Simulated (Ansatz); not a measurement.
Isolated molecules relaxed with PBE0-D4/def2-TZVP in Ansatz; ΔE leaves out vibrations. CCSD(T)/CBS is the MP2 limit (def2-TZVPP, def2-QZVPP) plus CCSD(T) − MP2 in def2-TZVPP, frozen cores. This one scheme is used for every species, atoms too. DFT in def2-TZVPP. Open shells (•) are unrestricted, without spin–orbit coupling. Spin–orbit coupling would lower the free atoms: a little for C.

Consider the atomization: `Cc1ccc[nH]1` → 5 C• + 7 H• + N•.

`Cc1ccc[nH]1`:

Cartesian coordinates in Å:
```
C 1.836 0.400 -0.409
C 0.441 0.040 -0.053
C -0.056 -0.937 0.774
C -1.470 -0.843 0.759
C -1.799 0.189 -0.078
N -0.634 0.714 -0.561
H 2.530 -0.265 0.105
H 2.084 1.426 -0.118
H 2.023 0.307 -1.484
H 0.541 -1.643 1.331
H -2.168 -1.463 1.300
H -2.757 0.590 -0.366
H -0.573 1.486 -1.200
```

```json
{"level": "B97M-V", "ΔE (kJ/mol)": "5747.6"}
{"level": "SCS-MP2/def2-QZVPP", "ΔE (kJ/mol)": "5750.0"}
```

What does CCSD(T)/CBS give? (An estimate is asked.)

The calculation gave: +5716.3 kJ/mol. The listed levels differ from it by 31.3, 33.7 kJ/mol.

Largest T1 diagnostic among the species: 0.011.

Leaving LDA and LC-ωPBE aside and taking each functional with its dispersion term where it has one, the values, not all of them listed here, spread over 375.0 kJ/mol, from BHLYP-D4 to PBE-D4. LDA lies +732.6 kJ/mol from PBE without D4, its usual overbinding. From r2SCAN to r2SCAN0 (25 % exact exchange), in def2-TZVPP and without D4, ΔE moves by −85.9 kJ/mol: exact exchange takes away binding that semilocal exchange gives to molecules. At CCSD(T), def2-SVP lies −223.9 kJ/mol from the extrapolated value and def2-TZVPP −143.2 kJ/mol: correlation converges slowly with the basis, and small sets miss more of it in the bonded molecule than in its fragments.

For atomizations the MP2-based limit and the directly extrapolated one differ by several kJ/mol either way, and by 10 to 25 for some Ge, Se and Sn compounds, so smaller differences from it don't rank the levels.
